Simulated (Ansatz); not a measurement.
C₃H₄Cl₂, SMILES `C/C(Cl)=C\Cl`, relaxed with RKS PBE-D4/def2-SVP in Ansatz 0.2.0 from a rough embedded geometry. The force threshold is 0.03 eV/Å; the program also tests the step.

Total charge 0; spin multiplicity 1.

Start:

```xyz
9

C     1.050    0.567    0.058
C    -0.177   -0.221    0.409
Cl   -0.184   -0.684    2.056
C    -1.213   -0.632   -0.297
Cl   -1.365   -0.209   -2.017
H     0.973    0.894   -1.036
H     1.048    1.501    0.635
H     1.913    0.025    0.219
H    -2.046   -1.242   -0.025
```

Problem. How much energy does the relaxation release, and in how many steps? (Estimate.)

Solution. Ansatz gave: 0.31 eV, in 5 steps.

Problem. Which bonds change most? (Best estimate.)

Solution. Computed: C1–H8 from 1.032 to 1.110 Å; C2–Cl3 from 1.711 to 1.755 Å; C4–Cl5 from 1.778 to 1.737 Å; C1–H6 from 1.145 to 1.106 Å.

Problem. Give the relaxed structure. (Best estimate.)

Solution. Ansatz gave: 
```xyz
9

C     1.008    0.592    0.029
C    -0.175   -0.227    0.423
Cl   -0.208   -0.734    2.103
C    -1.208   -0.616   -0.355
Cl   -1.334   -0.205   -2.037
H     0.949    0.867   -1.040
H     1.060    1.518    0.639
H     1.947    0.028    0.208
H    -2.039   -1.223    0.030
```
